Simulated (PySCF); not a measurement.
**Bond curve of F₂⁺**

Set-up: F pcseg-1; no relativity (PySCF 2.14). Energies in eV from F⁺ + F in their ground configurations at the same level. State: ²Πg (doublet), unpaired electrons π ↑.

| R (Å) | UHF-MP2 | M06-2X | UHF-SCS-MP2 | UHF-CCSD(T) |
| --- | --- | --- | --- | --- |
| 1.111 | -1.124 | -1.617 | -0.793 |  |
| 1.163 | -2.003 | -2.301 | -1.649 | -1.549 |
| 1.214 | -2.570 | -2.656 | -2.194 | -2.067 |
| 1.253 | -2.850 | -2.763 | -2.457 | -2.302 |
| 1.292 | -3.038 | -2.767 | -2.629 | -2.440 |
| 1.331 | -3.158 | -2.691 | -2.732 | -2.503 |
| 1.382 | -3.240 | -2.495 | -2.793 | -2.497 |
| 1.447 | -3.264 | -2.142 | -2.788 | -2.389 |
| 1.525 | -3.236 | -1.619 | -2.726 | -2.169 |
| 1.628 | -3.195 | -0.847 | -2.636 |  |

Q: Put a parabola through the three lowest points of the UHF-MP2 curve and estimate Re, k and ωe (reduced mass 9.499 u; 1 eV/Å² = 0.16022 mdyn/Å; ωe = 1302.8·√(k/μ) cm⁻¹).

A: Through R = 1.382, 1.447, 1.525 Å the second-order coefficient is 5.09 eV/Å², so Re ≈ 1.451 Å, k ≈ 1.63 mdyn/Å and ωe ≈ 540 cm⁻¹. A polynomial fit of higher order to the unrounded UHF-MP2 energies gives Re = 1.440 Å, k = 1.87 mdyn/Å, ωe = 577 cm⁻¹; anharmonicity and rounding make the difference.

The higher-order fit for each curve: UHF-MP2: Re = 1.440 Å, ωe = 577 cm⁻¹, De = 3.26 eV; M06-2X: Re = 1.274 Å, ωe = 1307 cm⁻¹, De = 2.78 eV; UHF-SCS-MP2: Re = 1.409 Å, ωe = 694 cm⁻¹, De = 2.80 eV; UHF-CCSD(T): Re = 1.353 Å, ωe = 979 cm⁻¹, De = 2.51 eV.

Correlated steps freeze 2 core orbitals. Correlated levels converge slowly with the basis: in double zeta they bind strong bonds too weakly, by up to about 1 eV, and carry superposition errors of some tenths. The state was picked by a PBE0 search and need not be the measured ground state.
